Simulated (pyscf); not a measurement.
# Four-centre exchange: HO–Zn–OH + ammonia (NH₃) -> H₂N–Zn–OH + water (H₂O)

Gas phase, singlet surface, charge 0. Bonds broken: Zn1–O2, N6–H7. Bonds formed: Zn1–N6, O2–H7. Structures and frequencies: ωB97X-D3(BJ)/def2-SVP in PySCF.

Transition state (Å):

```xyz
9

Zn     0.4488     0.4904     0.0632
O     -1.0600    -0.8444    -0.1767
O      1.8286     1.0647    -0.9298
H     -1.7789    -0.8069    -0.8164
H      1.9108     0.5954    -1.7668
N     -0.6463     0.5656     1.7063
H     -1.2336    -0.2966     0.8709
H     -0.2813     0.1926     2.5822
H     -1.1393     1.4281     1.9343
```

One imaginary mode, 1028i cm⁻¹; descent along it reached the two sides named, in the forms told below.

```
bond    change  reactant side (Å)  saddle  product side
------  ------  -----------------  ------  ------------
Zn1–O2  breaks              1.823   2.029         2.243
N6–H7   breaks              1.025   1.337         1.856
Zn1–N6   forms              2.150   1.976         1.886
O2–H7    forms              2.267   1.195         0.997
```

Electronic energies relative to the separated reactants (eV):

```json
[
 {"level": "ωB97X-D3(BJ)/def2-TZVP", "barrier": "-0.03", "reaction energy": "+0.23", "reverse barrier": "-0.27"},
 {"level": "PBE/def2-TZVP", "barrier": "-0.04", "reaction energy": "+0.25", "reverse barrier": "-0.28"},
 {"level": "r²SCAN/def2-TZVP", "barrier": "-0.09", "reaction energy": "+0.26", "reverse barrier": "-0.35"},
 {"level": "B3LYP-D3(BJ)/def2-TZVP", "barrier": "0.02", "reaction energy": "+0.25", "reverse barrier": "-0.24"},
 {"level": "PBE0-D3(BJ)/def2-TZVP", "barrier": "-0.10", "reaction energy": "+0.22", "reverse barrier": "-0.32"},
 {"level": "M06-2X/def2-TZVP", "barrier": "-0.20", "reaction energy": "+0.24", "reverse barrier": "-0.44"},
 {"level": "ωB97M-D3(BJ)/def2-TZVP", "barrier": "0.01", "reaction energy": "+0.23", "reverse barrier": "-0.23"},
 {"level": "HF/def2-TZVP", "barrier": "0.40", "reaction energy": "+0.31", "reverse barrier": "0.09"}
]
```

With ωB97M-D3(BJ)/def2-TZVP energies and thermal terms (ideal gas, 1 atm, RRHO with modes under 100 cm⁻¹ raised to 100, one conformer, R ln 2 for rigid chiral ones), in eV:

| T (K) | ΔH‡ | ΔG‡ | ΔH | ΔG |
|---|---|---|---|---|
| 298 | -0.06 | 0.39 | +0.22 | +0.19 |
| 600 | -0.05 | 0.85 | +0.23 | +0.16 |
| 900 | -0.01 | 1.30 | +0.24 | +0.12 |
| 1200 | 0.02 | 1.73 | +0.24 | +0.08 |

On the reactant side the descent ends in an adduct with a N–Zn contact, 0.89 eV under the separated species and 0.86 eV under the saddle at ωB97X-D3(BJ)/def2-TZVP. On the product side the descent ends in a bound adduct, 0.51 eV under the separated species and 0.25 eV under the saddle at ωB97X-D3(BJ)/def2-TZVP. At ωB97X-D3(BJ), PBE, r²SCAN, PBE0-D3(BJ), M06-2X the saddle lies under the separated reactants, which points to a path from their complex (located at ωB97X-D3(BJ) alone). At ωB97X-D3(BJ), PBE, r²SCAN, B3LYP-D3(BJ), PBE0-D3(BJ), M06-2X, ωB97M-D3(BJ) the saddle lies under the separated products, which points to a path from their complex (located at ωB97X-D3(BJ) alone), and parting the products costs more than the saddle. What is counted as formed (N–Zn) is already present as a longer contact in the reactant adduct; forming that adduct is a step of its own. One saddle was located; it need not be the lowest between these sides. Elements up to Kr have no core potential and no relativistic terms here.
